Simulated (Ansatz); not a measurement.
Lithium, bcc: convergence with Methfessel-Paxton smearing

Computed with Ansatz, r²SCAN, scalar-relativistic PAW, on the relaxed cell (a = 3.476 Å; spin not included). Errors count from a run at 500 eV on a Γ-centred 21×21×21 mesh with Fermi-Dirac smearing of 0.1 eV, extrapolated to zero width. Fixed here: cutoff 500 eV, mesh 13×13×13. The SCF starts from atomic densities corrected by a trained network.

```csv
width (eV),E(σ→0) error (meV/atom),F error (meV/atom),P (GPa),SCF iterations
0.01,-1.0,-1.0,-0.02,4
0.03,-1.0,-1.0,-0.02,4
0.1,-1.1,-1.1,-0.02,4
0.2,-1.0,-0.9,-0.01,4
0.3,-0.9,-0.7,-0.01,4
0.6,0.0,-0.3,0.00,4
1.0,-0.1,-3.7,0.01,4
```
